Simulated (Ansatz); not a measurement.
Results of r²SCAN+rVV10 (PAW; Ansatz, a first-principles code) for 1T (CdI2-type) SnSe₂.

Settings: plane-wave cutoff 500 eV, 12×12×8 k mesh (along the axes of the cell as run), Fermi–Dirac smearing 0.05 eV, scalar-relativistic PAW data made under PBE.

Computed at the level's own relaxed cell.

Problem. What does this level give for the equilibrium volume per atom, lattice parameter a, lattice parameter c and band gap?

Solution. 
- equilibrium volume per atom: 26.33 Å³/atom
- lattice parameter a: 3.826 Å
- lattice parameter c: 6.232 Å
- band gap: 0.94 eV (on the SCF k mesh)

Measured, for comparison: band gap 0.98 eV (temperature not stated, no zero-point or thermal correction, indirect, our sources range from 0.98 to 1.06; as tabulated in Gonzalez and Oleynik (2016), arXiv:1609.04381); lattice parameter c 6.14 Å (temperature not stated, no zero-point or thermal correction; as tabulated in Gonzalez and Oleynik (2016), arXiv:1609.04381). Computed (rounded) less measured: lattice parameter c +1.5 %.

Spin–orbit coupling is not included.

The result took very roughly 4 core-minutes.
